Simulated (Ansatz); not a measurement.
# C2HFO: structure from calculated spectroscopic constants

These gas-phase data were calculated for one isomer of C2HFO at PBE-D3(BJ)/def2-SVP (harmonic, unscaled wavenumbers; equilibrium rotational constants with average atomic masses):

* rotational constants: 607.3, 3.562, 3.544 GHz
* all wavenumbers above 1500 cm⁻¹: 3657, 2433
* dipole moment: 2.01 D (PBE0/def2-TZVPD)

Candidates:

(1) `O=C=CF`, a singlet
(2) `OC#CF`, a singlet

**Question.** Which candidate do the data belong to?

**Answer.** Candidate (2). The band at 3657 cm⁻¹ lies where the O–H stretch is expected; (1) has no mode between 3300 and 4000 cm⁻¹.

The same quantities for all candidates:

|  | rotational constants (GHz) | wavenumbers above 1500 cm⁻¹ | dipole (D) | E above the lowest, PBE-D3(BJ)/def2-SVP (kcal/mol) |
| --- | --- | --- | --- | --- |
| (1) | 56.21, 4.461, 4.133 | 3152, 2195 | 1.32 | 0.0 |
| (2) | 607.3, 3.562, 3.544 | 3657, 2433 | 2.01 | 37.5 |

Harmonic stretches to hydrogen usually lie a few per cent above observed fundamentals. Programs: Ansatz 0.2.0.
